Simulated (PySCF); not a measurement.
C5H6O.
Geometry (GFN2-xTB, Å), atoms numbered from 1 in this order:
```xyz
12
C5H6O angstrom
C     -1.8103    0.7458    1.4483
C     -0.7612   -0.0040    1.1145
C     -0.0590    0.1359   -0.1331
C      1.0004   -0.6094   -0.4887
C      1.6840   -0.4377   -1.7599
O      2.6381   -1.0787   -2.1279
H     -2.1912    1.5077    0.7878
H     -2.3217    0.6249    2.3873
H     -0.3941   -0.7638    1.7915
H     -0.4258    0.8965   -0.8124
H      1.3908   -1.3763    0.1667
H      1.2512    0.3585   -2.4002
```

Theory: TDDFT CAM-B3LYP/def2-SVPD, vertical, gas phase, core orbitals frozen in the response in PySCF 2.14.0, density-fitted response routines.

Each state is given a Gaussian of 0.3 eV full width at half maximum, with ε(max) = 2.175×10⁸ f / Δν̃ (Δν̃ the width in cm⁻¹). The width is an assumption, not a result. The curve ends short of the highest state used, and states not computed would add to its high-energy end.

```json
{"λ (nm)": "179.1", "ε (L mol⁻¹ cm⁻¹)": "320"}
{"λ (nm)": "182.7", "ε (L mol⁻¹ cm⁻¹)": "63"}
{"λ (nm)": "186.4", "ε (L mol⁻¹ cm⁻¹)": "17"}
{"λ (nm)": "190.1", "ε (L mol⁻¹ cm⁻¹)": "2"}
{"λ (nm)": "193.8", "ε (L mol⁻¹ cm⁻¹)": "0"}
{"λ (nm)": "197.5", "ε (L mol⁻¹ cm⁻¹)": "0"}
{"λ (nm)": "201.2", "ε (L mol⁻¹ cm⁻¹)": "0"}
{"λ (nm)": "204.9", "ε (L mol⁻¹ cm⁻¹)": "0"}
{"λ (nm)": "208.6", "ε (L mol⁻¹ cm⁻¹)": "0"}
{"λ (nm)": "212.3", "ε (L mol⁻¹ cm⁻¹)": "0"}
{"λ (nm)": "216.0", "ε (L mol⁻¹ cm⁻¹)": "4"}
{"λ (nm)": "219.7", "ε (L mol⁻¹ cm⁻¹)": "96"}
{"λ (nm)": "223.4", "ε (L mol⁻¹ cm⁻¹)": "1074"}
{"λ (nm)": "227.1", "ε (L mol⁻¹ cm⁻¹)": "6665"}
{"λ (nm)": "230.8", "ε (L mol⁻¹ cm⁻¹)": "24143"}
{"λ (nm)": "234.5", "ε (L mol⁻¹ cm⁻¹)": "53553"}
{"λ (nm)": "238.2", "ε (L mol⁻¹ cm⁻¹)": "75973"}
{"λ (nm)": "241.9", "ε (L mol⁻¹ cm⁻¹)": "71714"}
{"λ (nm)": "245.5", "ε (L mol⁻¹ cm⁻¹)": "47459"}
{"λ (nm)": "249.2", "ε (L mol⁻¹ cm⁻¹)": "22224"}
{"λ (nm)": "252.9", "ε (L mol⁻¹ cm⁻¹)": "7639"}
{"λ (nm)": "256.6", "ε (L mol⁻¹ cm⁻¹)": "1981"}
{"λ (nm)": "260.3", "ε (L mol⁻¹ cm⁻¹)": "398"}
{"λ (nm)": "264.0", "ε (L mol⁻¹ cm⁻¹)": "63"}
{"λ (nm)": "267.7", "ε (L mol⁻¹ cm⁻¹)": "8"}
{"λ (nm)": "271.4", "ε (L mol⁻¹ cm⁻¹)": "1"}
{"λ (nm)": "275.1", "ε (L mol⁻¹ cm⁻¹)": "0"}
{"λ (nm)": "278.8", "ε (L mol⁻¹ cm⁻¹)": "0"}
{"λ (nm)": "282.5", "ε (L mol⁻¹ cm⁻¹)": "0"}
{"λ (nm)": "286.2", "ε (L mol⁻¹ cm⁻¹)": "0"}
{"λ (nm)": "289.9", "ε (L mol⁻¹ cm⁻¹)": "0"}
{"λ (nm)": "293.6", "ε (L mol⁻¹ cm⁻¹)": "0"}
{"λ (nm)": "297.3", "ε (L mol⁻¹ cm⁻¹)": "0"}
{"λ (nm)": "301.0", "ε (L mol⁻¹ cm⁻¹)": "0"}
{"λ (nm)": "304.6", "ε (L mol⁻¹ cm⁻¹)": "0"}
{"λ (nm)": "308.3", "ε (L mol⁻¹ cm⁻¹)": "0"}
{"λ (nm)": "312.0", "ε (L mol⁻¹ cm⁻¹)": "1"}
{"λ (nm)": "315.7", "ε (L mol⁻¹ cm⁻¹)": "3"}
{"λ (nm)": "319.4", "ε (L mol⁻¹ cm⁻¹)": "5"}
{"λ (nm)": "323.1", "ε (L mol⁻¹ cm⁻¹)": "7"}
{"λ (nm)": "326.8", "ε (L mol⁻¹ cm⁻¹)": "10"}
{"λ (nm)": "330.5", "ε (L mol⁻¹ cm⁻¹)": "12"}
{"λ (nm)": "334.2", "ε (L mol⁻¹ cm⁻¹)": "13"}
{"λ (nm)": "337.9", "ε (L mol⁻¹ cm⁻¹)": "13"}
{"λ (nm)": "341.6", "ε (L mol⁻¹ cm⁻¹)": "12"}
{"λ (nm)": "345.3", "ε (L mol⁻¹ cm⁻¹)": "10"}
{"λ (nm)": "349.0", "ε (L mol⁻¹ cm⁻¹)": "7"}
{"λ (nm)": "352.7", "ε (L mol⁻¹ cm⁻¹)": "5"}
{"λ (nm)": "356.4", "ε (L mol⁻¹ cm⁻¹)": "3"}
{"λ (nm)": "360.1", "ε (L mol⁻¹ cm⁻¹)": "2"}
{"λ (nm)": "363.7", "ε (L mol⁻¹ cm⁻¹)": "1"}
{"λ (nm)": "367.4", "ε (L mol⁻¹ cm⁻¹)": "1"}
{"λ (nm)": "371.1", "ε (L mol⁻¹ cm⁻¹)": "0"}
{"λ (nm)": "374.8", "ε (L mol⁻¹ cm⁻¹)": "0"}
{"λ (nm)": "378.5", "ε (L mol⁻¹ cm⁻¹)": "0"}
{"λ (nm)": "382.2", "ε (L mol⁻¹ cm⁻¹)": "0"}
```

Question: Where are the band maxima, and which computed states make them?

Answer: 336 nm (3.69 eV), ε about 13, made up of S1 (100%); 240 nm (5.18 eV), ε about 78000, made up of S2 (100%) (ε in L mol⁻¹ cm⁻¹; maxima over ε = 5, shares over 10%). At its high-energy end, 6.92 eV, the curve is still rising (ε about 310, from S3 and S5). The states used: S1 3.69 eV (f 0.0001); S2 5.18 eV (f 0.866); S3 6.83 eV (f 0.0005); S4 7.10 eV (f 0.0000); S5 7.17 eV (f 0.019); S6 7.23 eV (f 0.0049); S7 7.31 eV (f 0.0030); S8 7.52 eV (f 0.069).

Question: What would ε be at 5.18 eV, the highest of these maxima, with half the width (0.15 eV)?

Answer: About 156000 L mol⁻¹ cm⁻¹ against 77800, a factor of about 2.00; a lone state at its own centre would give exactly 2.

Question: Coming from long wavelengths, where does ε first pass 100 L mol⁻¹ cm⁻¹?

Answer: At about 263 nm (4.71 eV), 1.02 eV above S1.

Question: On this curve, what absorbance would a 10⁻⁴ mol/L sample give at 254 nm over a 1 cm path?

Answer: 254 nm is 4.881 eV, where ε is about 5300 L mol⁻¹ cm⁻¹, so A = ε c l ≈ 0.53 (Beer–Lambert, with the gas-phase spectrum and the assumed width).

One conformer stands for the species.
